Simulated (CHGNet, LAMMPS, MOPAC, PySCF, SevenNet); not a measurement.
## Rock-salt NaF, equilibrium lattice constant a

Reference value: 4.582 Å (measured, static lattice: zero-point anharmonic expansion removed; as tabulated in Mejia-Rodriguez and Trickey (2018), arXiv:1807.09216).

| level (code) | value (Å) |
|---|---|
| ionic model joung2008 (rigid ions, set for SPC/E water, LAMMPS) | 4.858 |
| MNDO semi-empirical Hartree-Fock (MOPAC) | 5.422 |
| PM6 semi-empirical Hartree-Fock (MOPAC) | 4.947 |
| CHGNet 0.3.0 | 4.701 |
| SevenNet-0 | 4.694 |
| PBE (PySCF) | ___ |
| Hartree–Fock (PySCF) | ___ |

### Question
What belongs in the gaps?

### Answer

- PBE (PySCF), value (Å): 4.706 ± 0.02
- Hartree–Fock (PySCF), value (Å): 4.610 ± 0.02

Errors against the reference: ionic model joung2008 +6.02 %, MNDO semi-empirical Hartree-Fock (MOPAC) +18.3 %, PM6 semi-empirical Hartree-Fock (MOPAC) +7.97 %, CHGNet 0.3.0 +2.60 %, SevenNet-0 +2.44 %, PBE +2.71 %, Hartree–Fock +0.61 %.

Of the ranked levels Hartree–Fock (+0.61 %) comes nearest. Among them MNDO semi-empirical Hartree-Fock (MOPAC) (+18.3 %) misses by most. Of the ranked levels only Hartree–Fock lands within 2 %. All 7 levels lie above the reference.

A ± on a computed value is a rough bar: the spread of its extrapolation, a floor set from checks against published values, or a statistical error. MNDO semi-empirical Hartree-Fock (MOPAC): the cell moved over 20 % in volume from its start. MNDO semi-empirical Hartree-Fock (MOPAC), PM6 semi-empirical Hartree-Fock (MOPAC): the method was fitted mainly to molecules. MNDO semi-empirical Hartree-Fock (MOPAC), PM6 semi-empirical Hartree-Fock (MOPAC): the run uses a supercell at the zone centre in place of a k mesh.

Empirical potentials (ionic model joung2008) are fitted to chosen data: where that held the value shown, agreement is built in, and what lay outside the fit can be far off. Machine-learned potentials (CHGNet 0.3.0, SevenNet-0) are trained on DFT data: a solid inside that data is no test of them.

Differences are worked out from the printed values.
